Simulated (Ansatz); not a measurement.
A made-up structure of CH₄BSi, doublet:

```
7
angstrom
B -0.6296 -0.2964 1.0948
C -0.5529 -0.8265 -0.1755
Si 0.5951 0.5440 -0.4990
H -0.9116 -1.6003 -0.8382
H 0.1939 1.7464 -1.2700
H -1.1149 -1.2929 0.5928
H 2.0673 0.3621 -0.5184
```

It is relaxed with PBE-D4/def2-SVP and then PBE0-D4/def2-TZVP (Ansatz 0.2.0). Atoms count as bonded within 1.22 times the sum of their covalent radii (H–H: 0.88 Å). The end point is not checked to be a true minimum.

Question: Does its bonding change? (Judge from chemistry; the calculation decides.)

Answer: Computed: Yes. Formed: none; broken: B1–H6.

Where it ends: The first stage lowers the energy by 2.28 eV in 17 steps. It ends as CH₄BSi ([B]1[CH2][SiH2]1):
B1  (-1.070, 0.229, 0.764)
C2  (-0.708, -0.959, -0.048)
Si3  (0.473, 0.685, -0.275)
H4  (-1.412, -1.456, -0.716)
H5  (0.393, 1.613, -1.429)
H6  (0.132, -1.614, 0.204)
H7  (1.840, 0.137, -0.113)
(Å)

Labels in which every atom is bracketed show which atoms are joined, not bond orders.

For scale, one of the runs: PBE0-D4/def2-TZVP relaxation, 123 basis functions, launched by `ansatz run in.yaml --threads 2 --pin off --events-out ev --progress --plain --max-ram 4352MiB`. The run took about 55 s on 2 CPU threads of an Intel Xeon Platinum 8175M (shared host).
